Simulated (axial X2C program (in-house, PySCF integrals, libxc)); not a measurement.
## PCN⁺: properties at the nuclei

Computed with an axial X2C code built on PySCF integrals: two-component X2C with atomic mean-field Coulomb and Gaunt terms, Gaussian nuclei, basis P dyall-v3z, C dyall-v3z, N dyall-av3z with contracted cores.

P–C–N held linear, with bonds 1.686 and 1.177 Å (near the PBE0 minimum at charge 1 of the determinant lowest at the starting distance; the state shown can have its own minimum elsewhere, held linear; other orders of the atoms were not compared).

Determinant lowest in the PBE0 search, Ω = 1/2 (⟨Sz⟩ = -0.50, ⟨Lz⟩ = 1.00 at PBE0), spin on the atoms P -0.45, C 0.08, N -0.13:

```csv
level,Eeff magnitude (GV/cm),Ws magnitude P (kHz),A∥/gI P (MHz),qzz P (a.u.),A∥/gI C (MHz),qzz C (a.u.),A∥/gI N (MHz),qzz N (a.u.)
PBE0,0.023,0.018,821,-1.76,12.7,-0.36,194,-1.45
HF,0.0458,0.0382,797,-1.95,76.3,-0.39,102,-1.46
PBE,0.0186,0.0145,811,-1.67,24,-0.36,190,-1.39
```

Determinant 0.03 eV from it at PBE0 and this distance, Ω = 3/2 (⟨Sz⟩ = 0.50, ⟨Lz⟩ = 1.00 at PBE0), spin on the atoms P 0.45, C -0.08, N 0.13:

| level | Eeff magnitude (GV/cm) | Ws magnitude P (kHz) | A∥/gI P (MHz) | qzz P (a.u.) | A∥/gI C (MHz) | qzz C (a.u.) | A∥/gI N (MHz) | qzz N (a.u.) |
| --- | --- | --- | --- | --- | --- | --- | --- | --- |
| PBE0 | 0.0271 | 0.00715 | 170 | -1.77 | -5.14 | -0.36 | 49.1 | -1.45 |
| HF | 0.062 | 0.017 | 257 | -1.96 | -29.2 | -0.39 | 18.9 | -1.46 |
| PBE | 0.0219 | 0.00576 | 151 | -1.68 | 0.184 | -0.36 | 46.7 | -1.39 |

Eeff is the effective electric field on the electron electric dipole moment in this Ω state and Ws the scalar–pseudoscalar constant of the nucleus named (defined with the proton number Z and per Ω); A∥ (defined per Ω) follows by multiplying with gI = μI/(I μN); qzz is the electric field gradient, eQq0 = 234.96 MHz × Q/barn × qzz. The operators were transformed with the bare-nucleus X2C matrices; with these basis sets, hyperfine constants and field gradients can be off by tens of per cent, and where levels differ in sign neither size nor sign is settled.

Question: With gI(31P) = 2.2632, gI(14N) = 0.4038, Q(14N) = 0.02044 barn (g factors from the IAEA table of nuclear moments by Stone; Q from Pyykkö, Mol. Phys. 2018), turn the PBE0 values of the first state into constants in MHz.

Answer: A∥(31P) = 821 × 2.2632 = 1860 MHz; A∥(14N) = 194 × 0.4038 = 78.3 MHz; eQq0(14N) = 234.96 × (0.02044) × (-1.45) = -6.96 MHz.

The molecule was held linear; bending was not examined, so a bent shape may lie lower.

Each state is one determinant with collinear spin. Unrestricted Hartree–Fock can overshoot spin polarisation at the nuclei. Where Eeff spreads by more than a factor of two the levels disagree and none is to be relied on. The search compared states at one distance, so a state with another bond length can lie lower. Where a field gradient or hyperfine factor spreads by more than a factor of two over the levels, a constant derived from it is not to be relied on. PBE0 term energies can be off by some tenths of an eV.
